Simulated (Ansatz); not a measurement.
## Other spins and charges of NH3, singlet at one geometry

Geometry (PBE0/def2-TZVP stationary point for this spin, not checked as a minimum):

```xyz
4

N     0.0003   -0.0001   -0.0667
H     0.9385    0.0130    0.3137
H    -0.4826    0.8082    0.3055
H    -0.4607   -0.8202    0.3074
```

Basis cc-pVDZ; Ansatz 0.2.0. Only valence electrons are correlated (noble-gas cores frozen). R marks a restricted (for open shells ROHF) determinant, U an unrestricted one. Active spaces: valence = (8e, 7o) chosen from the atoms' valence shells.

Gaps are energies of the second state less the first, at fixed atoms, for a selection of the levels run; each method lands on the state that its own search finds for that charge and spin.

Problem. PBE gives 6.803 eV for triplet less singlet. Estimate what UCCSDT(Q) gives in cc-pVDZ.

Solution. UCCSDT(Q) in cc-pVDZ gives 7.002 eV, so against it PBE is off by -0.199 eV, of which a good part can be the reference's own basis and frozen-core error.

| level | gap (eV) | error (meV) |
| --- | --- | --- |
| RHF | 6.473 | -529 |
| UHF | 6.365 | -637 |
| RMP2 | 7.102 | 100 |
| UMP2 | 7.113 | 111 |
| CISD | 6.945 | -57 |
| RCCSD | 7.006 | 4 |
| UCCSD | 7.004 | 2 |
| RCCSD(T) | 7.006 | 4 |
| UCCSD(T) | 7.005 | 3 |
| BCCD(T) | 7.005 | 3 |
| RCCSDT | 7.000 | -2 |
| UCCSDT | 6.999 | -3 |
| RCCSDT(Q) | 7.002 | 0 |
| CASSCF (valence space) | 7.249 | 247 |
| NEVPT2 (valence space) | 6.993 | -9 |
| MRCISD (valence space) | 7.041 | 39 |
| MRCISD+Q (valence space) | 7.013 | 11 |
| r2SCAN | 6.793 | -209 |
| PBE0 | 6.871 | -131 |
| B3LYP | 6.838 | -164 |
| wB97M-V | 7.105 | 103 |
| B2PLYP | 6.942 | -60 |
| RPA-PBE | 6.894 | -108 |

Removing an electron, to the doublet: 10.290 eV at UCCSDT(Q).

```tsv
level	gap (eV)	error (meV)
RMP2	10.365	75
CISD	10.161	-129
RCCSD(T)	10.288	-2
BCCD(T)	10.288	-2
UCCSDT	10.286	-4
NEVPT2 (valence space)	10.121	-169
MRCISD (valence space)	10.234	-56
PBE0	10.505	215
B3LYP	10.621	331
B2PLYP	10.457	167
```

In so small a basis the reference is far from its limit while semilocal and hybrid functionals are nearer theirs (RPA and double hybrids share part of the reference's basis error), so the functionals' errors here hold much of the reference's basis and frozen-core error, which can add to them or hide them.

Full CI isn't at hand for all of this; UCCSDT(Q) serves as the reference, and is uncertain by the last step of the cluster series or more. The frozen core follows each run's orbitals, which can shift R against U totals by a few meV.
